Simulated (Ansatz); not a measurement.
The same path of BFH$_{5}$N (8 atoms, charge 0, multiplicity 1) was run 3 times with different band settings. Lost on the way: B1–H2, N5–H8. Made: H2–H8.

Computed with RKS PBE-D4/def2-SVP (Ansatz).

Relaxed end points:

```xyz
8
Properties=species:S:1:pos:R:3
B 0.053 0.100 0.155
H 0.191 -0.638 1.140
F 1.157 0.142 -0.704
H -1.043 0.025 -0.417
N 0.025 1.630 0.830
H 0.906 1.825 1.329
H -0.085 2.351 0.101
H -0.752 1.727 1.498
```

```xyz
8
Properties=species:S:1:pos:R:3
B 0.255 0.625 -0.753
H -0.772 0.163 3.166
F 1.398 -0.004 -1.084
H -0.781 0.309 -1.311
N 0.280 1.627 0.229
H 1.136 1.916 0.706
H -0.552 2.144 0.506
H -0.513 0.383 2.474
```

Common settings: spring 5.0 eV/Å²; optimiser quadratic models (default); force threshold 0.05 eV/Å; iteration limit 60; end points relaxed.

| run | movable images | climbing image | start path |
| --- | --- | --- | --- |
| 1 | 5 | yes | through a guess of the saddle point |
| 2 | 5 | yes | straight line |
| 3 | 6 | no | through a guess of the saddle point |

Q: What does each run give, and how far can it be trusted?

A: Run 1: converged after 12 iterations, highest image 1.360 eV above the first end. Neighbouring images differ by up to 1.2 eV, so the band resolves the path poorly. A vibrational analysis at the climbing image gives one clearly imaginary mode, 1231i cm⁻¹: a first-order saddle point.
Run 2: converged after 19 iterations, highest image 1.360 eV above the first end. Neighbouring images differ by up to 1.2 eV, so the band resolves the path poorly. Another band between the same ends (5 images) ends at a top of the same energy, where a vibrational analysis finds 1 clearly imaginary mode.
Run 3: converged after 16 iterations, highest image 0.950 eV above the first end. No image climbed, so the highest image needn't sit at the top of the path.
The orbitals stay closed-shell, which can raise the energy where a bond breaks towards radicals; this wasn't checked here.
